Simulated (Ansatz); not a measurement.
Results of PBEsol (PAW; Ansatz, a first-principles code) for rock-salt HfN.

A relaxed, unreconstructed slab of the (110) face has 16 atoms, two equal faces of 14.328 Å² each and an energy of -127836.6690 eV. A bulk cell of 4 atoms with the same orientation and in-plane k mesh has -31960.5062 eV. Energies are extrapolated to zero smearing.

Run with plane-wave cutoff 500 eV, 10×14×1 k mesh (along the axes of the cell as run), Fermi–Dirac smearing 0.05 eV, scalar-relativistic PAW data made under PBE.

Worked out: γ = (E_slab − N E_bulk per atom)/2A = [-127836.6690 − 16 × (-31960.5062/4)]/(2 × 14.328) = 0.1869 eV/Å². With 16.022 J/m² per eV/Å² this is 2.99 J/m², or 2.68 eV per surface cell and face.
